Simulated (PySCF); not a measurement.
## Complex of borane and hydrogen fluoride

The system is a cluster of borane and hydrogen fluoride, neutral, singlet.

```
part               name  SMILES  atoms  charge  multiplicity
   1             borane       B    1–4       0             1
   2  hydrogen fluoride       F    5–6       0             1
```

Z-matrix (Å and degrees, atoms numbered from 1):
```
B 
H   1 1.1951
H   1 1.1903  2 119.93
H   1 1.1952  3 119.82  2 -178.99
F   4 2.8421  1 85.41  3 -126.49
H   5 0.9239  4 42.25  1 -91.69
```

In these coordinates B1···H6 is 2.471 Å. Part 2 is then moved rigidly along that line, all else held; at short range other atoms may come into contact.

The starting structure comes from a short search with a few starts; no frequency run checks that it is a minimum, and another way of binding may lie lower.

Level of theory: CCSD(T)/aug-cc-pVDZ and MP2/aug-cc-pVTZ, aug-cc-pVQZ counterpoise interaction energy, frozen core, gas phase, in PySCF. Geometry: PBE0-D3(BJ)/def2-TZVPD.

Counterpoise energies in kcal/mol, cluster less the parts frozen as they stand in it; small is aug-cc-pVDZ, large aug-cc-pVQZ. Estimated limit: HF in aug-cc-pVQZ, MP2 correlation extrapolated as X⁻³ from aug-cc-pVTZ and aug-cc-pVQZ, and CCSD(T) less MP2 in aug-cc-pVDZ; it isn't the exact limit.

Results

```tsv
B1···H6 (Å)	HF large	MP2 large	SCS-MP2 large	CCSD(T) small	CCSD(T) limit est.
2.224	1.73	-0.48	0.07	0.14	-0.66
2.347	0.77	-0.97	-0.53	-0.47	-1.13
2.471	0.16	-1.21	-0.86	-0.81	-1.34
2.595	-0.21	-1.28	-1.00	-0.98	-1.40
2.718	-0.41	-1.26	-1.04	-1.03	-1.36
3.089	-0.55	-0.98	-0.86	-0.88	-1.03
3.707	-0.36	-0.51	-0.47	-0.49	-0.53
4.942	-0.13	-0.15	-0.14	-0.15	-0.15
```

The 8 runs took 110 s in all, one thread each of AMD EPYC 9R45 96-Core on a shared host, launched as `OMP_NUM_THREADS=1 python cluster_run.py task.json out`.
